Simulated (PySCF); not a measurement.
C₄H₂ClF.
Structure used (PBE0-D3(BJ)/def2-SVP), in Å, numbered top down from 1:
```xyz
8
C4H2ClF angstrom
C      2.1428    0.1110    0.4469
C      0.9464    0.1915    0.2657
C     -0.4471    0.2960    0.0350
Cl    -0.9781    1.4225   -1.1758
C     -1.3742   -0.4195    0.6925
F     -1.0400   -1.2918    1.6225
H      3.2012    0.0389    0.6181
H     -2.4480   -0.3333    0.5102
```

Computed with EOM-IP-CCSD/aug-cc-pVDZ in PySCF, restricted Hartree–Fock reference, frozen core, non-relativistic, gas phase, PBE0-D3(BJ)/def2-SVP geometry.

Hartree–Fock orbital energies give these Koopmans values (eV): HOMO 9.61, HOMO-1 11.29, HOMO-2 12.13, HOMO-3 13.10, HOMO-4 14.85, HOMO-5 16.50, HOMO-6 16.66, HOMO-7 19.44.

Question: What vertical ionisation energies does EOM-IP-CCSD give?

Answer: 
```tsv
leading hole (HF orbital)	Koopmans (eV)	EOM-IP-CCSD (eV)	change (eV)	one-hole share
HOMO	9.61	9.46	-0.15	0.96
HOMO-1	11.29	11.10	-0.19	0.96
HOMO-2	12.13	11.56	-0.57	0.95
HOMO-3	13.10	12.11	-0.99	0.95
HOMO-4	14.85	13.69	-1.16	0.94
HOMO-5	16.50	14.30	-2.20	0.94
HOMO-6	16.66	15.38	-1.28	0.95
HOMO-7	19.44	17.45	-1.99	0.93
```

Question: Does the order of the lines follow the orbital energies?

Answer: Yes, no two lines change places. The corrections run from -2.20 to -0.15 eV, with a mean of -1.07 eV over the 8 lines; no line lies above its Koopmans value. Koopmans values leave out both the relaxation of the orbitals and the change in correlation energy.

Question: At what kinetic energies would He I light (21.22 eV) eject these electrons?

Answer: 11.76 eV (HOMO), 10.12 eV (HOMO-1), 9.66 eV (HOMO-2), 9.11 eV (HOMO-3), 7.53 eV (HOMO-4), 6.92 eV (HOMO-5), 5.84 eV (HOMO-6), 3.77 eV (HOMO-7).

One root was sought for each valence orbital with −ε under 21 eV, eight at most, so deeper holes and satellites are missing; no vibrational structure.
